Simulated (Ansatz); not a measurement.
A calculation with Ansatz (development build ahead of 0.2.0).

```yaml
crystal:
  periodic: [false, false, false]
  atoms:
    - { symbol: S, position_ang: [0.0, 0.0, 3.5315] }
    - { symbol: S, position_ang: [0.0, 0.0, 0.0] }
    - { symbol: S, position_ang: [3.3185, 0.0, 1.2078] }
basis:
  gaussian: { orbitals: cc-pVDZ }
total_charge: 1
magnetization:
  spin_polarized: true
  initial_magnetization: 1
hamiltonian:
  xc: hf
```

The input is written out in the form of the current development build from the run's settings.

The run gave:

| Item | Value |
| --- | --- |
| Converged | yes |
| Total energy | -1192.17323 hartree |
| Spin squared of the determinant | 3.766 |
| Stability test | minimum |

Caution: the unrestricted determinant is a mixture of spin states; the charge can sit on one fragment and break the point group.
